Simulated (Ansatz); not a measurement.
**Relative stability**

Two relaxed structures of CHS$_{2}$ (charge +1), closed shell (PBE0-D4/def2-TZVP; forces vanish, vibrations not checked).

A:

| atom | x (Å) | y (Å) | z (Å) |
| --- | --- | --- | --- |
| S1 | -1.5096 | 0.2551 | 1.2924 |
| C2 | -0.5231 | 0.0042 | 0.1936 |
| S3 | 0.4524 | -0.3055 | -1.0785 |
| H4 | 1.5802 | 0.0462 | -0.4074 |

B:

S1  (-0.218, -1.124, -2.024)
C2  (-0.707, -0.638, -0.524)
S3  (0.800, 0.426, -1.120)
H4  (1.771, -0.285, -0.488)
(Å)

Ansatz 0.2.0; basis: def2-TZVPP; cores frozen in the correlated methods. B3LYP uses VWN-RPA correlation.

Q: Which structure is lower at CCSD(T), and by how much? (An estimate is asked for; the value comes from the calculation.)

A: By the calculation: A, by 2.699 eV (electronic energy, against the other). By their contacts, A is CHS₂ ([S][C][SH]), total charge +1 and B is CHS₂ ([C]1[S][SH]1), total charge +1.

All methods give the same order:

```json
{"method": "PBE-D4", "E(B) − E(A) (eV)": "2.662"}
{"method": "r2SCAN-D4", "E(B) − E(A) (eV)": "2.760"}
{"method": "PBE0-D4", "E(B) − E(A) (eV)": "2.675"}
{"method": "B3LYP-D4", "E(B) − E(A) (eV)": "2.823"}
{"method": "wB97M-V", "E(B) − E(A) (eV)": "2.642"}
{"method": "HF", "E(B) − E(A) (eV)": "2.729"}
{"method": "MP2", "E(B) − E(A) (eV)": "2.999"}
{"method": "CCSD", "E(B) − E(A) (eV)": "2.722"}
{"method": "CCSD(T)", "E(B) − E(A) (eV)": "2.699"}
```

No T1 diagnostic of these runs exceeds 0.026. The T1 diagnostic is large here, which may signal multireference character or strong orbital relaxation, so CCSD(T) is less sure. The restricted Hartree–Fock reference is unstable towards an unrestricted one at one or more of these structures.

Labels in which every atom is bracketed show which atoms are joined, not bond orders.

For scale, one of the runs: CCSD(T)/def2-TZVPP, 129 basis functions, launched by `ansatz run in.yaml --threads 2 --pin off --events-out ev --progress --plain --max-ram 4352MiB`. Hardware: 2 CPU threads of an Intel Xeon Platinum 8259CL, shared host. Wall time about 9.5 s.
